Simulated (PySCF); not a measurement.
# C2HCl2O2+: NMR shifts at several levels of theory

How much do the NMR shifts of C2HCl2O2+ (`[H]/[O+]=C(\Cl)C(=O)Cl`) depend on the level of theory, and what does each level cost?

Programs: PySCF 2.14.0, with density-fitted response routines of our own. Each step states its level of theory. These are calculated values for one molecule in the gas phase, unless marked as measured. Atoms are numbered from 0 throughout.

## (1) Starting geometry

7 atoms, charge 1, multiplicity 1; geometry from: GFN2-xTB.

Bonds of the start (Å): O0–C1 1.17, C1–Cl2 1.75, C1–C3 1.53, C3–O4 1.26, C3–Cl5 1.66, O4–H6 0.99.

## (2) Relaxing the molecule at PBE0-D3(BJ)/def2-SVP

What the job is given:

```
{"job": {"xc": "PBE0", "basis": "def2-SVP", "d3": "d3bj", "grid": 1, "kind": "geom"}, "charge": 1, "multiplicity": 1}
O      1.681570    -0.176740     1.239250
C      0.729020    -0.357730     0.591630
Cl     0.340770    -1.745410    -0.401680
C     -0.494820     0.523990     0.319770
O     -1.533550     0.310540     0.999030
Cl    -0.419400     1.606900    -0.938850
H     -2.374760     0.766990     0.762170
```

What it wrote:

```text
step   0  E = -1146.30967496  max force = 0.011673
step   1  E = -1146.31212187  max force = 0.015946
step   2  E = -1146.31348887  max force = 0.012034
step   3  E = -1146.31397483  max force = 0.004318
step   4  E = -1146.31401958  max force = 0.003351
step   5  E = -1146.31407287  max force = 0.000722
step   6  E = -1146.31407382  max force = 0.000228
optimisation converged
```

Wall time 17 s (4 threads of Arm Neoverse V1, shared host).

Relaxation path:

```tsv
step	energy from step 0 (eV)	largest force component (eV/Å)
0	0.0000	0.6003
1	-0.0666	0.8200
2	-0.1038	0.6188
3	-0.1170	0.2220
4	-0.1182	0.1723
5	-0.1197	0.0371
6	-0.1197	0.0117
```

Distances of close pairs at the start and the end, largest changes first:

```tsv
bond	before (Å)	after (Å)	change (Å)
C1–Cl2	1.750	1.705	-0.045
O0–C1	1.166	1.179	+0.013
C3–Cl5	1.662	1.650	-0.012
C1–C3	1.533	1.526	-0.007
O4–H6	0.986	0.983	-0.003
C3–O4	1.259	1.258	-0.001
```

The next job starts from the end point, and lists it.

```tsv
at the end point	value
point group (found at 0.08 Å tolerance)	C1
rotational constants (GHz, main isotopes)	3.591, 1.500, 1.464
```

## (3) NMR shieldings: PBE0/pcSseg-2

What the job is given:

```
{"job": {"kind": "nmr", "xc": "PBE0", "basis": "pcSseg-2", "pop": false}, "charge": 1, "multiplicity": 1}
O      1.499832    -0.084644     1.250567
C      0.661607    -0.444252     0.503584
Cl     0.557587    -1.889584    -0.395659
C     -0.537163     0.464599     0.247957
O     -1.541854     0.295445     0.986585
Cl    -0.426954     1.659549    -0.883928
H     -2.284225     0.927427     0.862213
```

With the program's defaults for keys left out, this is: GIAO PBE0/pcSseg-2 NMR shielding, non-relativistic, gas phase.

What it wrote:

```text
coarse grid: 8216 points
cycle   1  E = -1146.6515890747  dE =  1.703e+00  |g| = 1.085e+00  |ddm| = 2.096e+00
cycle   2  E = -1144.6586674409  dE =  1.993e+00  |g| = 3.088e+00  |ddm| = 2.211e+00
cycle   3  E = -1146.8256613999  dE = -2.167e+00  |g| = 5.945e-01  |ddm| = 1.815e+00
cycle   4  E = -1146.8951907370  dE = -6.953e-02  |g| = 1.917e-01  |ddm| = 4.395e-01
cycle   5  E = -1146.9014113165  dE = -6.221e-03  |g| = 6.540e-02  |ddm| = 1.675e-01
cycle   6  E = -1146.9023210303  dE = -9.097e-04  |g| = 1.629e-02  |ddm| = 6.359e-02
cycle   7  E = -1146.9023678663  dE = -4.684e-05  |g| = 5.787e-03  |ddm| = 1.162e-02
cycle   8  E = -1146.9023759009  dE = -8.035e-06  |g| = 1.525e-03  |ddm| = 6.009e-03
final grid: 73696 points
cycle   9  E = -1146.9049475478  dE = -4.536e-05  |g| = 1.153e-02  |ddm| = 2.413e-02
cycle  10  E = -1146.9048697904  dE =  7.776e-05  |g| = 2.329e-02  |ddm| = 1.462e-02
cycle  11  E = -1146.9049673768  dE = -9.759e-05  |g| = 2.511e-03  |ddm| = 1.111e-02
cycle  12  E = -1146.9049682680  dE = -8.911e-07  |g| = 1.217e-03  |ddm| = 2.051e-03
cycle  13  E = -1146.9049685569  dE = -2.889e-07  |g| = 1.327e-04  |ddm| = 6.637e-04
cycle  14  E = -1146.9049685596  dE = -2.704e-09  |g| = 6.131e-05  |ddm| = 1.096e-04
cycle  15  E = -1146.9049685603  dE = -7.412e-10  |g| = 1.281e-05  |ddm| = 4.620e-05
converged SCF energy = -1146.9049685603

GIAO shielding tensors (ppm)
atom      isotropic    diamagn.    paramagn.     s11        s22        s33       span
  0 O     -324.638     390.000    -714.638   -798.388   -462.325    286.797   1085.185
  1 C       15.374     251.733    -236.359   -105.096     60.626     90.594    195.690
  2 Cl     407.902    1145.690    -737.788    -16.972    497.479    743.198    760.170
  3 C      -31.683     251.985    -283.667   -131.971    -63.658    100.581    232.553
  4 O        2.269     384.212    -381.943   -257.432     39.108    225.131    482.563
  5 Cl     376.853    1146.289    -769.436     23.269    535.499    571.791    548.522
  6 H       19.703      25.830      -6.126     17.051     17.932     24.128      7.077
```

Run time: 26 s. Hardware: 4 threads of Arm Neoverse V1, shared host.

The references, computed at this level on geometries of the same kind, shield at (ppm): 1H TMS 31.25, 13C TMS 184.1, 17O H2O 328.2, 35Cl HCl 941. Their shielding less the atom's gives the shift. The references are single molecules in the gas phase, so shifts against H2O, NH3, PH3, H3PO4 or CFCl3 are not on the usual liquid scales and can be off by tens of ppm.

```tsv
atoms	environment	σ (ppm)	δ (ppm)
C3	carbonyl carbon	-31.7	215.8
C1	carbonyl carbon	15.4	168.8
H6	hydrogen on an oxygen bonded to C	19.70	11.54
O0	carbonyl oxygen	-324.6	652.8
O4	oxygen bonded to C, H	2.3	325.9
Cl5	chlorine bonded to C	377	564
Cl2	chlorine bonded to C	408	533
```

## (4) Shielding tensors: PBE/pcSseg-2

The job, as its differences from that of step 3:

```diff
@@ -1,2 +1,2 @@
-{"job": {"kind": "nmr", "xc": "PBE0", "basis": "pcSseg-2", "pop": false}, "charge": 1, "multiplicity": 1}
+{"job": {"kind": "nmr", "xc": "PBE", "basis": "pcSseg-2", "pop": false}, "charge": 1, "multiplicity": 1}
 O      1.499832    -0.084644     1.250567
```

Method: GIAO PBE/pcSseg-2 NMR shielding, non-relativistic, gas phase.

What it wrote:

```text
coarse grid: 8216 points
cycle   1  E = -1146.6172821901  dE =  1.553e+00  |g| = 1.095e+00  |ddm| = 2.136e+00
cycle   2  E = -1143.2377390961  dE =  3.380e+00  |g| = 3.490e+00  |ddm| = 2.716e+00
cycle   3  E = -1146.6518295807  dE = -3.414e+00  |g| = 9.638e-01  |ddm| = 2.480e+00
cycle   4  E = -1146.8383814259  dE = -1.866e-01  |g| = 2.536e-01  |ddm| = 6.243e-01
cycle   5  E = -1146.8442194912  dE = -5.838e-03  |g| = 1.862e-01  |ddm| = 3.693e-01
cycle   6  E = -1146.8531007042  dE = -8.881e-03  |g| = 2.737e-02  |ddm| = 1.972e-01
cycle   7  E = -1146.8531829606  dE = -8.226e-05  |g| = 2.135e-02  |ddm| = 3.833e-02
cycle   8  E = -1146.8532891078  dE = -1.061e-04  |g| = 5.893e-03  |ddm| = 1.970e-02
cycle   9  E = -1146.8532975217  dE = -8.414e-06  |g| = 1.390e-03  |ddm| = 5.370e-03
final grid: 73696 points
cycle  10  E = -1146.8568258748  dE = -6.014e-05  |g| = 1.555e-02  |ddm| = 3.149e-02
cycle  11  E = -1146.8564710282  dE =  3.548e-04  |g| = 4.555e-02  |ddm| = 2.680e-02
cycle  12  E = -1146.8568543873  dE = -3.834e-04  |g| = 7.616e-03  |ddm| = 2.363e-02
cycle  13  E = -1146.8568648629  dE = -1.048e-05  |g| = 3.397e-03  |ddm| = 6.344e-03
cycle  14  E = -1146.8568670848  dE = -2.222e-06  |g| = 3.949e-04  |ddm| = 1.952e-03
cycle  15  E = -1146.8568671147  dE = -2.985e-08  |g| = 1.670e-04  |ddm| = 4.330e-04
cycle  16  E = -1146.8568671206  dE = -5.873e-09  |g| = 6.776e-05  |ddm| = 1.719e-04
cycle  17  E = -1146.8568671217  dE = -1.170e-09  |g| = 1.735e-05  |ddm| = 6.749e-05
cycle  18  E = -1146.8568671218  dE = -7.640e-11  |g| = 3.052e-06  |ddm| = 1.766e-05
converged SCF energy = -1146.8568671218

GIAO shielding tensors (ppm)
atom      isotropic    diamagn.    paramagn.     s11        s22        s33       span
  0 O     -305.184     390.084    -695.268   -733.696   -440.141    258.286    991.982
  1 C       10.139     251.677    -241.539    -99.708     51.727     78.397    178.105
  2 Cl     342.491    1145.617    -803.126    -71.121    474.777    623.818    694.939
  3 C      -23.359     252.846    -276.205   -114.865    -49.289     94.079    208.944
  4 O        2.206     383.352    -381.146   -248.133     44.206    210.545    458.678
  5 Cl     352.634    1146.364    -793.730     37.637    506.414    513.851    476.214
  6 H       19.994      26.233      -6.239     17.732     18.300     23.949      6.217
```

Run time: 20 s. Hardware: 4 threads of Arm Neoverse V1, shared host.

In short: δ C3 202.8, C1 169.3, O0 633.1, O4 325.7, H6 11.18 ppm.

## (5) Shielding tensors: wB97X-D/pcSseg-2

The job, as its differences from that of step 4:

```diff
@@ -1,2 +1,2 @@
-{"job": {"kind": "nmr", "xc": "PBE", "basis": "pcSseg-2", "pop": false}, "charge": 1, "multiplicity": 1}
+{"job": {"kind": "nmr", "xc": "wB97X-D", "basis": "pcSseg-2", "pop": false}, "charge": 1, "multiplicity": 1}
 O      1.499832    -0.084644     1.250567
```

Method: GIAO wB97X-D/pcSseg-2 NMR shielding, non-relativistic, gas phase.

What it wrote:

```text
coarse grid: 8216 points
cycle   1  E = -1147.0119368262  dE =  1.853e+00  |g| = 1.242e+00  |ddm| = 2.044e+00
cycle   2  E = -1146.3544545709  dE =  6.575e-01  |g| = 2.340e+00  |ddm| = 1.853e+00
cycle   3  E = -1147.3493039584  dE = -9.948e-01  |g| = 2.274e-01  |ddm| = 1.122e+00
cycle   4  E = -1147.3564770072  dE = -7.173e-03  |g| = 1.468e-01  |ddm| = 2.067e-01
cycle   5  E = -1147.3603698441  dE = -3.893e-03  |g| = 2.227e-02  |ddm| = 8.015e-02
cycle   6  E = -1147.3604949658  dE = -1.251e-04  |g| = 1.038e-02  |ddm| = 1.980e-02
cycle   7  E = -1147.3605299059  dE = -3.494e-05  |g| = 3.941e-03  |ddm| = 1.055e-02
cycle   8  E = -1147.3605384452  dE = -8.539e-06  |g| = 1.289e-03  |ddm| = 5.746e-03
final grid: 73696 points
cycle   9  E = -1147.3688429220  dE = -1.379e-04  |g| = 8.450e-03  |ddm| = 3.853e-02
cycle  10  E = -1147.3688377028  dE =  5.219e-06  |g| = 1.054e-02  |ddm| = 1.203e-02
cycle  11  E = -1147.3688587179  dE = -2.102e-05  |g| = 9.962e-04  |ddm| = 5.843e-03
cycle  12  E = -1147.3688588500  dE = -1.321e-07  |g| = 8.155e-04  |ddm| = 1.043e-03
cycle  13  E = -1147.3688589940  dE = -1.439e-07  |g| = 1.744e-04  |ddm| = 4.577e-04
cycle  14  E = -1147.3688590149  dE = -2.096e-08  |g| = 1.041e-04  |ddm| = 2.900e-04
cycle  15  E = -1147.3688590201  dE = -5.129e-09  |g| = 3.690e-05  |ddm| = 1.249e-04
cycle  16  E = -1147.3688590214  dE = -1.335e-09  |g| = 1.577e-05  |ddm| = 8.133e-05
cycle  17  E = -1147.3688590216  dE = -2.096e-10  |g| = 4.683e-06  |ddm| = 3.530e-05
converged SCF energy = -1147.3688590216

GIAO shielding tensors (ppm)
atom      isotropic    diamagn.    paramagn.     s11        s22        s33       span
  0 O     -329.711     390.047    -719.758   -814.343   -468.957    294.166   1108.509
  1 C       14.314     251.549    -237.235   -108.862     61.496     90.306    199.168
  2 Cl     417.327    1145.956    -728.629    -15.988    482.031    785.939    801.928
  3 C      -37.532     251.935    -289.467   -142.696    -70.429    100.529    243.225
  4 O        0.409     384.039    -383.630   -261.855     34.490    228.590    490.446
  5 Cl     372.202    1146.502    -774.300      1.411    527.396    587.799    586.388
  6 H       19.709      25.884      -6.175     17.049     17.983     24.095      7.046
```

Wall time 33 s (4 threads of Arm Neoverse V1, shared host).

In short: δ C3 221.9, C1 170.1, O0 656.5, O4 326.4, H6 11.65 ppm.

## (6) Shielding tensors: KT2/pcSseg-2

The job, as its differences from that of step 5:

```diff
@@ -1,2 +1,2 @@
-{"job": {"kind": "nmr", "xc": "wB97X-D", "basis": "pcSseg-2", "pop": false}, "charge": 1, "multiplicity": 1}
+{"job": {"kind": "nmr", "xc": "KT2", "basis": "pcSseg-2", "pop": false}, "charge": 1, "multiplicity": 1}
 O      1.499832    -0.084644     1.250567
```

Level: GIAO KT2/pcSseg-2 NMR shielding, non-relativistic, gas phase.

What it wrote:

```text
coarse grid: 8216 points
cycle   1  E = -1157.4897558616  dE =  1.619e+00  |g| = 1.180e+00  |ddm| = 2.146e+00
cycle   2  E = -1154.0522618418  dE =  3.437e+00  |g| = 3.522e+00  |ddm| = 2.998e+00
cycle   3  E = -1157.5586376065  dE = -3.506e+00  |g| = 9.585e-01  |ddm| = 2.739e+00
cycle   4  E = -1157.7455455814  dE = -1.869e-01  |g| = 3.058e-01  |ddm| = 7.114e-01
cycle   5  E = -1157.7581587699  dE = -1.261e-02  |g| = 1.777e-01  |ddm| = 3.856e-01
cycle   6  E = -1157.7662430548  dE = -8.084e-03  |g| = 3.105e-02  |ddm| = 2.008e-01
cycle   7  E = -1157.7663522266  dE = -1.092e-04  |g| = 2.422e-02  |ddm| = 4.408e-02
cycle   8  E = -1157.7664851819  dE = -1.330e-04  |g| = 7.476e-03  |ddm| = 2.235e-02
cycle   9  E = -1157.7664980697  dE = -1.289e-05  |g| = 2.215e-03  |ddm| = 6.690e-03
cycle  10  E = -1157.7664990003  dE = -9.307e-07  |g| = 1.020e-03  |ddm| = 1.711e-03
final grid: 73696 points
cycle  11  E = -1157.7818882031  dE = -3.837e-04  |g| = 3.110e-02  |ddm| = 1.194e-01
cycle  12  E = -1157.7812664705  dE =  6.217e-04  |g| = 5.501e-02  |ddm| = 5.808e-02
cycle  13  E = -1157.7819647341  dE = -6.983e-04  |g| = 1.436e-02  |ddm| = 5.299e-02
cycle  14  E = -1157.7820161974  dE = -5.146e-05  |g| = 5.402e-03  |ddm| = 1.246e-02
cycle  15  E = -1157.7820213300  dE = -5.133e-06  |g| = 1.528e-03  |ddm| = 3.281e-03
cycle  16  E = -1157.7820217777  dE = -4.476e-07  |g| = 5.385e-04  |ddm| = 1.124e-03
cycle  17  E = -1157.7820218333  dE = -5.568e-08  |g| = 1.018e-04  |ddm| = 3.282e-04
cycle  18  E = -1157.7820218354  dE = -2.030e-09  |g| = 4.313e-05  |ddm| = 1.157e-04
cycle  19  E = -1157.7820218359  dE = -5.170e-10  |g| = 8.348e-06  |ddm| = 4.948e-05
converged SCF energy = -1157.7820218359

GIAO shielding tensors (ppm)
atom      isotropic    diamagn.    paramagn.     s11        s22        s33       span
  0 O     -272.049     386.692    -658.741   -665.321   -411.376    260.549    925.871
  1 C       22.452     252.585    -230.133    -81.811     57.694     91.472    173.283
  2 Cl     389.680    1147.310    -757.630     14.629    481.825    672.586    657.956
  3 C       -9.482     254.122    -263.604    -94.520    -30.342     96.417    190.938
  4 O       15.081     381.105    -366.024   -226.371     64.217    207.396    433.767
  5 Cl     402.084    1148.063    -745.979    107.599    521.577    577.076    469.477
  6 H       20.162      26.206      -6.044     17.743     18.311     24.431      6.688
```

Wall time 21 s (4 threads of Arm Neoverse V1, shared host).

In short: δ C3 191.8, C1 159.8, O0 596.4, O4 309.3, H6 11.02 ppm.

## (7) NMR shieldings: HF/pcSseg-2

The job, as its differences from that of step 6:

```diff
@@ -1,2 +1,2 @@
-{"job": {"kind": "nmr", "xc": "KT2", "basis": "pcSseg-2", "pop": false}, "charge": 1, "multiplicity": 1}
+{"job": {"kind": "nmr", "xc": "HF", "basis": "pcSseg-2", "pop": false}, "charge": 1, "multiplicity": 1}
 O      1.499832    -0.084644     1.250567
```

Method: GIAO HF/pcSseg-2 NMR shielding, non-relativistic, gas phase.

What it wrote:

```text
final grid: 73696 points
cycle   1  E = -1144.4707802120  dE =  2.109e+00  |g| = 1.187e+00  |ddm| = 2.048e+00
cycle   2  E = -1144.5763348177  dE = -1.056e-01  |g| = 1.135e+00  |ddm| = 1.455e+00
cycle   3  E = -1144.8193978681  dE = -2.431e-01  |g| = 1.092e-01  |ddm| = 6.099e-01
cycle   4  E = -1144.8235471499  dE = -4.149e-03  |g| = 5.604e-02  |ddm| = 1.210e-01
cycle   5  E = -1144.8247005685  dE = -1.153e-03  |g| = 1.915e-02  |ddm| = 5.403e-02
cycle   6  E = -1144.8250003506  dE = -2.998e-04  |g| = 9.810e-03  |ddm| = 2.851e-02
cycle   7  E = -1144.8250799871  dE = -7.964e-05  |g| = 3.779e-03  |ddm| = 1.674e-02
cycle   8  E = -1144.8250915663  dE = -1.158e-05  |g| = 1.527e-03  |ddm| = 6.614e-03
cycle   9  E = -1144.8250928387  dE = -1.272e-06  |g| = 4.973e-04  |ddm| = 1.902e-03
cycle  10  E = -1144.8250930581  dE = -2.194e-07  |g| = 1.662e-04  |ddm| = 9.313e-04
cycle  11  E = -1144.8250930872  dE = -2.907e-08  |g| = 6.423e-05  |ddm| = 3.514e-04
cycle  12  E = -1144.8250930907  dE = -3.531e-09  |g| = 2.820e-05  |ddm| = 1.224e-04
cycle  13  E = -1144.8250930914  dE = -6.048e-10  |g| = 1.049e-05  |ddm| = 5.096e-05
converged SCF energy = -1144.8250930914

GIAO shielding tensors (ppm)
atom      isotropic    diamagn.    paramagn.     s11        s22        s33       span
  0 O     -352.742     389.926    -742.668   -884.884   -510.552    337.211   1222.095
  1 C       26.340     250.649    -224.308   -116.519     83.455    112.085    228.604
  2 Cl     545.761    1145.395    -599.633    143.657    546.926    946.701    803.045
  3 C      -37.498     248.523    -286.022   -147.704    -78.902    114.112    261.816
  4 O       28.628     385.776    -357.148   -234.007     67.088    252.803    486.810
  5 Cl     467.746    1145.773    -678.027     56.273    580.329    766.637    710.364
  6 H       19.821      25.478      -5.658     15.717     18.118     25.627      9.910
```

It took 17 s on 4 threads of Arm Neoverse V1, shared host.

In short: δ C3 229.0, C1 165.1, O0 679.1, O4 297.7, H6 11.86 ppm.

## (8) Run by run: NMR shifts

Shifts (ppm) of some atoms, chosen among heavy atoms and hydrogens apart, with basis size and wall time:

```tsv
run	C3	H6	O0	O4	Cl5	Cl2	functions	time
PBE0/pcSseg-2	215.8	11.54	652.8	325.9	564	533	244	26 s
PBE/pcSseg-2	202.8	11.18	633.1	325.7	581	591	244	20 s
wB97X-D/pcSseg-2	221.9	11.65	656.5	326.4	564	518	244	33 s
KT2/pcSseg-2	191.8	11.02	596.4	309.3	540	553	244	21 s
HF/pcSseg-2	229.0	11.86	679.1	297.7	477	399	244	17 s
```

## (9) Outcome

| quantity | value |
| --- | --- |
| point group | C1 |
| rotational constants (main isotopes) | 3.59, 1.50, 1.46 GHz |
| 13C shifts against TMS (PBE0/pcSseg-2) | 215.8, 168.8 ppm |
| 1H shifts against TMS (PBE0/pcSseg-2) | 11.54 ppm |
| 17O shifts against H2O (PBE0/pcSseg-2) | 652.8, 325.9 ppm |
| 35Cl shifts against HCl (PBE0/pcSseg-2) | 564, 533 ppm |
| range of the shift of Cl2 | 399 to 591 ppm |

Single values in the summary come from the first run of each kind that ended normally (PBE0/pcSseg-2), which need not be the best level. Relaxing lowered the energy by 0.120 eV in 6 steps; the close pair that moved most is C1–Cl2, from 1.750 to 1.705 Å. At PBE0/pcSseg-2: The largest span, 1085 ppm, is at O0, where the paramagnetic term is -715 ppm. In ppm, Cl2 moves most: its shift spreads over 192 ppm, from 399 (HF/pcSseg-2) to 591 (PBE/pcSseg-2).
